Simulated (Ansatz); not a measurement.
hcp Ru was calculated with r²SCAN in Ansatz (plane waves, PAW).

Settings: plane-wave cutoff 600 eV, 18×18×12 k mesh (along the axes of the cell as run), Fermi–Dirac smearing 0.1 eV, finite displacements, no spin polarisation, scalar-relativistic PAW data made under PBE.

The cell has the measured lattice parameters. Conventional cell: a = 2.7058 Å, b = 2.7058 Å, c = 4.2816 Å, α = 90.00°, β = 90.00°, γ = 120.00°.

Harmonic phonon frequencies (cm⁻¹; i marks an imaginary mode):

```tsv
q point	frequencies
Γ	0 0 0 198 198 252
M	[?]
A	137 137 137 137 210 210
L	156 156 180 180 246 246
```

Problem. Some entries are withheld; supply them.

Solution. 
- M, frequencies: 135 165 174 204 206 212

No imaginary mode appears at these points.

Note: the cell isn't this level's own, so it is under some stress, which shifts stiffness and frequencies.

Ansatz is an electronic-structure program.
